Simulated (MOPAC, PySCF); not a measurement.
CH₄, SMILES `C`, neutral singlet in the gas phase. 

Z-matrix (Å, degrees):
```
C
H 1 1.0896
H 1 1.0896 2 109.47
H 1 1.0896 2 109.47 3 120.00
H 1 1.0896 2 109.47 4 120.00
```
Charge 0, spin multiplicity 1.

All levels are single points at this geometry (PBE0-D4/def2-TZVP); Pople sets use spherical d functions. Orbital energies aren't observables, and empty levels follow the basis.

| level | HOMO (eV) | LUMO (eV) | gap (eV) | dipole (D) | vertical IE, Delta-SCF (eV) |
|---|---|---|---|---|---|
| PBE0-D4/def2-TZVP in PySCF | -10.98 | 1.69 | 12.68 | 0.00 | 14.09 |
| B3LYP/3-21G in PySCF | -10.60 | 4.00 | 14.60 | 0.00 | – |
| PBE/6-31G* in PySCF | -9.26 | 2.68 | 11.94 | 0.00 | 13.93 |
| SVWN5/6-31G* in PySCF | -9.26 | 2.60 | 11.85 | 0.00 | 14.01 |
| HF/STO-3G in PySCF | -14.09 | 19.41 | 33.50 | 0.00 | – |
| AM1 in MOPAC | -13.42 | 4.75 | 18.17 | 0.00 | – |
